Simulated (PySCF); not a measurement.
**Gas-phase XPS of phosphaethyne, computed**

Phosphaethyne, CHP.
Numbering: `[CH:1]#[P:2]`

The calculation used PySCF, delta-SCF UKS SCAN, pcX-2 on the ionised atom, pcseg-1 elsewhere, spin-free X2C. Vertical ΔSCF values, vacuum level as zero.

Question: List the computed XPS lines with their assignment.

Answer: 
```tsv
atom(s)	bonded to	level	binding energy (eV)	2p1/2 (eV)	count
P2	C (triple bond)	P 1s	2150.77	–	1
C1	H and P (triple bond)	C 1s	291.08	–	1
P2	C (triple bond)	P 2p3/2	137.25	138.14	1
```

Question: Which photon energy gives electrons from C 1s of C1 a kinetic energy of 200 eV, and what is their de Broglie wavelength?

Answer: hν = 291.08 + 200 = 491.08 eV, recoil neglected; λ = 12.264 Å/√(E/eV) = 0.87 Å.

Question: Express the binding energy of C 1s of C1 in atomic units and per mole.

Answer: 291.08 eV = 10.6970 Eh = 28085 kJ/mol.

The unrestricted hole states depart most from a pure doublet (⟨S²⟩ = 0.75; over 0.85 named) for C 1s of C1 (0.98), which makes this value less certain. 2p3/2 and 2p1/2 are the ΔSCF energy of one spin-free 2p hole plus the eigenvalues of a spin–orbit and ligand-field matrix of the shell. 2p1/2 minus 2p3/2 (ligand field included): P 0.89 eV. Isolated species at its PBE0-D3(BJ)/def2-SVP geometry, gas phase.

The run took 3.0 s wall on one thread of an Arm Neoverse V1, no GPU, on a shared host.
